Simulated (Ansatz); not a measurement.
Cost and result for the atomization energy of `O[B]S` radical (5 atoms, 4 bonds).

Charge 0, multiplicity 2. Geometry: relaxed with PBE0-D4/def2-TZVP. It is one conformer, not always the lowest. Program: Ansatz. Hardware: A = 2 threads of an AMD EPYC 7R13 on a shared host; B = 2 threads of an AMD EPYC 7R13 on a shared host and a share of an NVIDIA H100 80 GB. Times are those of one run each, without the atoms' runs, and a repeat can differ threefold. Electronic energies, without spin–orbit coupling; frozen cores. CCSD(T)/CBS extrapolates def2-TZVPP and def2-QZVPP, and its time is that of the two runs behind it. T1 = 0.016; ⟨S²⟩ of the reference is 0.76. B3LYP takes the VWN-RPA correlation (the form of Gaussian; ORCA's B3LYP/G).

CCSD(T)/CBS is a level of theory with its own doubt, some kJ/mol a heavy atom from the limit and from the frozen cores, so smaller differences don't rank the functionals.

| level | functions | wall time |
| --- | --- | --- |
| PBE-D4/def2-TZVPP (with forces) [A] | 132 | 1.5 s |
| PBE0-D4/def2-TZVPP [A] | 132 | 1.7 s |
| B3LYP-D4/def2-TZVPP (with forces) [A] | 132 | 2 s |
| B2PLYP/def2-TZVPP [A] | 132 | 2.5 s |
| r2SCAN-D4/def2-TZVPP (with forces) [A] | 132 | 2.9 s |
| ωB97X-V/def2-TZVPP [A] | 132 | 4.4 s |
| ωB97M-V/def2-TZVPP (with forces) [A] | 132 | 5.5 s |
| CCSD(T)/def2-TZVPP [B] | 132 | 8.5 s |
| CCSD(T)/def2-QZVPP [B] | 244 | 13 s |
| CCSD(T)/CBS(def2) | – | 22 s |

Q: What atomization energy does each give, and how far from CCSD(T)/CBS? (Best estimate.)

A: Computed: 
| level | atomization (kJ/mol) | difference from CCSD(T)/CBS | per bond |
| --- | --- | --- | --- |
| PBE-D4/def2-TZVPP (with forces) [A] | 1795.6 | 72.1 | 18.0 |
| PBE0-D4/def2-TZVPP [A] | 1745.4 | 21.9 | 5.5 |
| B3LYP-D4/def2-TZVPP (with forces) [A] | 1732.4 | 8.9 | 2.2 |
| B2PLYP/def2-TZVPP [A] | 1714.4 | -9.1 | -2.3 |
| r2SCAN-D4/def2-TZVPP (with forces) [A] | 1769.0 | 45.5 | 11.4 |
| ωB97X-V/def2-TZVPP [A] | 1732.8 | 9.3 | 2.3 |
| ωB97M-V/def2-TZVPP (with forces) [A] | 1740.6 | 17.1 | 4.3 |
| CCSD(T)/def2-TZVPP [B] | 1670.8 | -52.7 | -13.2 |
| CCSD(T)/def2-QZVPP [B] | 1701.8 | -21.7 | -5.4 |
| CCSD(T)/CBS(def2) | 1723.5 | 0.0 | 0.0 |

From PBE to PBE0 (25 % exact exchange), in def2-TZVPP and without D4, the atomization energy moves by −48.9 kJ/mol: exact exchange takes away binding that semilocal exchange gives to molecules. In def2-TZVPP, CCSD(T) changes the Hartree–Fock value by +434.8 kJ/mol (the triples alone add +33.3 kJ/mol) and MP2 by +492.9 kJ/mol; breaking electron pairs costs correlation energy, which Hartree–Fock lacks. The D4 term adds +12.2 kJ/mol with B3LYP and +6.2 kJ/mol with PBE0; it sums over pairs of atoms, weighted by their polarisabilities, and B3LYP, whose exchange is more repulsive, gets the larger term.
